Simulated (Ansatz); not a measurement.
**SO₂: one structure at several levels**

Aim: energy, forces and dipole at a structure displaced at random from a GFN2-xTB minimum, from CCSD(T) and from density functionals.

The runs use Ansatz 0.2.0, Gaussian basis; single points in def2-TZVPP.

Cores are frozen in the correlated methods. B3LYP uses VWN-RPA correlation.

### Step 1. The starting structure

3 atoms, charge 0, spin multiplicity 1.

Atoms are counted from 1 here; the program's logs count them from 0.

Bond lengths: O1–S2 1.531 Å, S2–O3 1.283 Å. Angles: O1–S2–O3 123.0°.

Geometry (Å):

```
O    -1.0805    0.6021   -0.4619
S     0.2298    0.2393    0.2429
O     0.7353   -0.9392    0.2139
```

### Step 2. CCSD(T)/def2-TZVPP

File run/in.yaml:

```yaml
crystal:
  periodic: [false, false, false]
  atoms:
    - {symbol: O, position_ang: [-1.080500, 0.602100, -0.461900]}
    - {symbol: S, position_ang: [0.229800, 0.239300, 0.242900]}
    - {symbol: O, position_ang: [0.735300, -0.939200, 0.213900]}
basis:
  gaussian: {orbitals: def2-TZVPP}
correlation: {method: ccsd_t}
output: {forces: true}
```

No record of the launch command was kept for these runs.

### Step 3. PBE0-D4/def2-TZVPP

Changes to run/in.yaml since step 2:

```diff
@@ -8,3 +8,3 @@
   gaussian: {orbitals: def2-TZVPP}
-correlation: {method: ccsd_t}
-output: {forces: true}
+hamiltonian: {xc: pbe0, dispersion: d4}
+output: {forces: true, orbitals: {seedname: orbitals}}
```

### Step 4. wB97M-V/def2-TZVPP

Changes to run/in.yaml since step 3:

```diff
@@ -8,3 +8,3 @@
   gaussian: {orbitals: def2-TZVPP}
-hamiltonian: {xc: pbe0, dispersion: d4}
-output: {forces: true, orbitals: {seedname: orbitals}}
+hamiltonian: {xc: {name: wB97M-V}}
+output: {forces: true}
```

### Step 5. r2SCAN-D4/def2-TZVPP

Changes to run/in.yaml since step 4:

```diff
@@ -8,3 +8,3 @@
   gaussian: {orbitals: def2-TZVPP}
-hamiltonian: {xc: {name: wB97M-V}}
+hamiltonian: {xc: r2scan, dispersion: d4}
 output: {forces: true}
```

### Step 6. PBE-D4/def2-TZVPP

Changes to run/in.yaml since step 5:

```diff
@@ -8,3 +8,3 @@
   gaussian: {orbitals: def2-TZVPP}
-hamiltonian: {xc: r2scan, dispersion: d4}
+hamiltonian: {xc: pbe, dispersion: d4}
 output: {forces: true}
```

### Step 7. r2SCAN0-D4/def2-TZVPP

Changes to run/in.yaml since step 6:

```diff
@@ -8,3 +8,3 @@
   gaussian: {orbitals: def2-TZVPP}
-hamiltonian: {xc: pbe, dispersion: d4}
+hamiltonian: {xc: {name: r2SCAN0}, dispersion: d4}
 output: {forces: true}
```

### Step 8. B3LYP-D4/def2-TZVPP

Changes to run/in.yaml since step 7:

```diff
@@ -8,3 +8,3 @@
   gaussian: {orbitals: def2-TZVPP}
-hamiltonian: {xc: {name: r2SCAN0}, dispersion: d4}
+hamiltonian: {xc: {name: B3LYP}, dispersion: d4}
 output: {forces: true}
```

(Steps that only read results are left out.)

Before running it: what results should come out? Wanted: energy less free atoms, CCSD(T)/def2-TZVPP; RMS force component; RMS force error; HOMO and LUMO, PBE0-D4; T1 diagnostic.

The runs gave:

| quantity | value |
| --- | --- |
| energy less free atoms, CCSD(T)/def2-TZVPP | -875.0 kJ/mol |
| RMS force component | 8.631 to 9.186 eV/Å over the methods |
| RMS force error | PBE0-D4 0.394, wB97M-V 0.477, r2SCAN-D4 0.079, PBE-D4 0.496, r2SCAN0-D4 0.707, B3LYP-D4 0.206 eV/Å |
| HOMO and LUMO, PBE0-D4 | -9.15 and -3.01 eV |
| T1 diagnostic | 0.021 |

What this shows: Against CCSD(T) the functionals' energies less atoms differ by -154.8 to +7.7 kJ/mol, PBE-D4 by -154.8 kJ/mol. The reference is not at the basis limit: in triple zeta CCSD(T) underbinds, which counts against methods that bind more; the gaps are no ranking. The forces of r2SCAN-D4 come nearest to CCSD(T), those of r2SCAN0-D4 are farthest. Frozen-core CCSD(T) forces in triple zeta carry basis errors of their own, and this is one geometry, so small gaps rank nothing.
